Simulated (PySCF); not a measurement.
AlH₃ + 2 Cl₂ → AlCl + 3 HCl

Level: PBE in the def2-TZVP basis family, all electrons, no relativity, computed in PySCF with density fitting; open shells unrestricted.

```json
{"species": "AlH₃", "state and structure": "singlet, D3h, Al–H 1.596 Å (×3)", "E (Eh)": "-244.05060", "ZPE (kJ/mol)": "46.9", "H(298 K) − H(0) (kJ/mol)": "10.7", "S° (J/(mol K))": "208.0"}
{"species": "Cl₂", "state and structure": "singlet, D∞h, Cl–Cl 2.008 Å", "E (Eh)": "-920.02118", "ZPE (kJ/mol)": "3.2", "H(298 K) − H(0) (kJ/mol)": "9.2", "S° (J/(mol K))": "223.0"}
{"species": "AlCl", "state and structure": "singlet, C∞v, Al–Cl 2.164 Å", "E (Eh)": "-702.37912", "ZPE (kJ/mol)": "2.7", "H(298 K) − H(0) (kJ/mol)": "9.4", "S° (J/(mol K))": "228.2"}
{"species": "HCl", "state and structure": "singlet, C∞v, H–Cl 1.289 Å", "E (Eh)": "-460.62635", "ZPE (kJ/mol)": "17.3", "H(298 K) − H(0) (kJ/mol)": "8.7", "S° (J/(mol K))": "186.8"}
```

(1) What is the electronic reaction energy?

(2) Add zero-point, thermal and entropy terms for 298.15 K and 1 bar.

## Answers

(1) At PBE/def2-TZVP, ΔE = -433.8 kJ/mol from the differences of the total energies times 2625.5, downhill. 

(2) ΔZPE = 1.3 and Δ[H(298) − H(0)] = 6.4 kJ/mol give ΔH° = -426.1 kJ/mol. ΔS° = 134.6 J/(mol K), so ΔG° = -426.1 − 298.15 × (0.1346) = -466 kJ/mol.

The structures come from searches over a few start shapes, so lower isomers are not excluded.
